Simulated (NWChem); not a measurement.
AlF₃; SMILES [Al]([F])([F])[F]

Results from NWChem. Pople sets run with spherical d functions. Structure relaxed at the B3LYP/6-31G* (spherical d) level. B3LYP is NWChem's, with the RPA form of VWN correlation. Vertical excitations in the gas phase; the lowest state need not have the same character in each row.

```csv
level,"lowest excitation, singlet (eV)",oscillator strength of that lowest state,"lowest state with f > 0.02, singlet (eV)",oscillator strength of that bright state,orbital gap (eV)
"PBE/6-31G*, full TDDFT",6.93,0.000,7.70,0.057,6.84
"B3LYP/6-31G*, full TDDFT",[?],0.000,[?],[?],[?]
"LRC-wPBEh/6-31G*, full TDDFT",8.24,0.000,9.06,0.081,13.47
"Hartree-Fock/6-31G*, TDHF",11.10,0.000,11.87,0.127,18.60
```

Problem. Fill in the missing entries.

Solution. 
- B3LYP/6-31G*, full TDDFT, lowest excitation, singlet (eV): 7.78
- B3LYP/6-31G*, full TDDFT, lowest state with f > 0.02, singlet (eV): 8.58
- B3LYP/6-31G*, full TDDFT, oscillator strength of that bright state: 0.071
- B3LYP/6-31G*, full TDDFT, orbital gap (eV): 9.16
